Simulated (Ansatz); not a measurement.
# SiHO radical: single points off equilibrium

An exercise on one series of results from a longer session: the logs are not shown, and one member is left open.

Computed with Ansatz 0.2.0, Gaussian basis. Level: single points in def2-TZVPP.

Correlated methods freeze the cores. Orbitals are unrestricted.

## Starting geometry

SMILES `O=[SiH]`, 3 atoms, charge 0, spin multiplicity 2.

Atoms are counted from 1 here; the program's logs count them from 0.

Bond lengths: O1–Si2 1.505 Å, Si2–H3 1.467 Å. Angles: O1–Si2–H3 127.3°.

Coordinates:

```xyz
3

O     0.7676    0.9671    0.5317
Si    0.2301   -0.3645    0.0798
H    -1.0323   -0.6229   -0.6223
```

Set-up of the first run:

run/in.yaml

```yaml
crystal:
  periodic: [false, false, false]
  atoms:
    - {symbol: O, position_ang: [0.767600, 0.967100, 0.531700]}
    - {symbol: Si, position_ang: [0.230100, -0.364500, 0.079800]}
    - {symbol: H, position_ang: [-1.032300, -0.622900, -0.622300]}
basis:
  gaussian: {orbitals: def2-TZVPP}
magnetization: {spin_polarized: true, initial_magnetization: 1}
correlation: {method: ccsd_t}
scf: {omitted_lower_state_checks: [cluster_reference]}
output: {forces: true}
```

No record of the launch command was kept for these runs.

Steps of the session up to this table: CCSD(T)/def2-TZVPP; PBE0-D4/def2-TZVPP; wB97M-V/def2-TZVPP; r2SCAN-D4/def2-TZVPP; PBE-D4/def2-TZVPP; SPW92/def2-TZVPP; BLYP-D4/def2-TZVPP.

One table of the session follows, with a row left open; its other results are not shown here.

| method | RMS force component (eV/Å) | angle to CCSD(T) forces (°) | dipole (D) |
| --- | --- | --- | --- |
| CCSD(T) | 0.820 | reference | 3.18 |
| PBE0-D4 | 0.636 | 22.6 | 3.32 |
| wB97M-V | 0.622 | 21.2 | 3.41 |
| r2SCAN-D4 | 0.732 | 11.8 | 3.17 |
| PBE-D4 | 1.046 | 2.0 | 3.00 |
| SPW92 | 0.835 | 16.9 | 3.08 |
| BLYP-D4 | ? | ? | ? |

**Question.** Estimate the row for BLYP-D4.

**Answer.** RMS force component (eV/Å): 1.104; angle to CCSD(T) forces (°): 2.5; dipole (D): 3.02. In the column «RMS force component (eV/Å)» it is the highest.
